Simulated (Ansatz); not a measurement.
What a trial cell of OsI relaxes into

The calculation used DFT PBE, scalar-relativistic, plane waves, PAW (Ansatz 0.2.0). Cutoff 420 eV, Γ-centred k mesh, Gaussian smearing, no spin polarisation in the final step.

The start puts OsI on the CuPt (L1_1) structure type (R-3m, No. 166), with Os in place of Cu, I in place of Pt, at a guessed volume.

```yaml
crystal:
  lattice:
    - [1.69924, 0.98106, 5.41240]
    - [-1.69924, 0.98106, 5.41240]
    - [0.00000, -1.96212, 5.41240]
  atoms:
    - { symbol: Os, position: [0.00000, 0.00000, 0.00000] }
    - { symbol: I, position: [0.50000, 0.50000, 0.50000] }
```

Cell and atoms relax at zero pressure; the relaxation can't lower the symmetry of the start. After a coarse first stage the cell is made exact in the group found at 0.06 Å.

The zero of energy is the elements' standard structures at the same level; no fitted shifts are applied.

Question: Describe the relaxed structure.

Answer: It keeps R-3m (No. 166). The result has the CuPt (L1_1) structure. Conventional cell: a = 3.299 Å, c = 12.631 Å. Os has 6 I at 2.84 Å and 6 Os at 3.30 Å; I is coordinated by 6 Os at 2.84 Å and 6 I at 3.30 Å.

Space group R-3m:H (No. 166). a = 3.299 Å, b = 3.299 Å, c = 12.631 Å, α = 90.00°, β = 90.00°, γ = 120.00°
```
atom site symmetry x y z
  Os    3a       -3m  0.0000  0.0000  0.0000
   I    3b       -3m  0.6667  0.3333  0.8333
```

Question: What are its volume, energy, density and gap?

Answer: The volume per atom is 19.84 Å³, the density is 13.27 g/cm³ and the energy over the elements is 1.65 eV/atom. The gap on the 18×18×18 mesh is 0 eV (a metal).

The final run used a 18×18×18 mesh on its 2-atom cell and 0.10 eV smearing. The k mesh leaves about 4 meV/atom of noise in metals. Spin–orbit coupling is left out. A structure relaxed within its symmetry needn't be a true minimum.

Cost: 3 runs of about 2.9 core-minutes in all, on Arm Neoverse V1 (shared hosts).